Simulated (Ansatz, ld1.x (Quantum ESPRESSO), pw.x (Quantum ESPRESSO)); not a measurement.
From atom to crystal: TM potential for phosphorus (P)

| Property | Result |
| --- | --- |
| Element | P (Z = 15) |
| Generator | ld1.x (Quantum ESPRESSO) 7.5 |
| Type | norm-conserving Troullier–Martins (Kleinman–Bylander form) |
| Functional | LDA (PW92) |
| Relativity | scalar-relativistic |
| Frozen core | [Ne] |
| Valence charge | 5 |
| Reference configuration | 3s2 3p3 |
| Partial waves | 3s (bound): rc 1.60 bohr; 3p (bound): rc 1.90 bohr; 3d channel at 0.3 Ry: rc 1.75 bohr |
| Local potential | the d channel |
| Core correction | none |

Crystal test: fcc P in pw.x 7.5, no spin, 15³ k-points, Fermi–Dirac smearing 0.01 Ry, cutoffs 60/240 Ry. The reference is all-electron LAPW (Ansatz 0.2.0) with the same functional, mesh and smearing; V0 and B0 come from Birch–Murnaghan fits to the pressures at five volumes. Errors are pseudo minus all-electron; Δ is the rms difference of the E(V) curves that follow from these fits, minima aligned, over ±6 % about the mean V0. Mesh and smearing are coarse, so the numbers serve the comparison and aren't converged zero-temperature values; the lattice is a test structure that the element need not adopt.

All-electron: a0 = 3.819 Å (V0 = 13.93 Å³/atom), B0 = 104.1 GPa.

Task: How far does the potential miss the all-electron equation of state?

Result: mean pressure error (GPa): -0.59; a0 (Å): 3.812; a0 error (%): -0.19; B0 error (%): +0.1; Δ (meV/atom): 1.8.

```csv
V (Å³/atom),P all-electron (GPa),P pseudo (GPa)
13.319,5.06,4.36
13.669,2.02,1.38
14.020,-0.67,-1.25
14.370,-3.06,-3.60
14.721,-5.20,-5.70
```

Task: At the middle volume, how do free energy and pressure move when the wave cutoff is lowered (ecutrho kept at four times it)?

Result:

| cutoff (Ry) | shift of F (meV/atom) | shift of P (GPa) |
| --- | --- | --- |
| 27 | +106.8 | -0.57 |
| 36 | +52.4 | -1.59 |
| 48 | +6.2 | -0.59 |

The run at the middle volume (120 k-points, 7 iterations) took about 12 s on one core of a shared host (Neoverse-N1, 64 threads, 498 GiB, load 21).
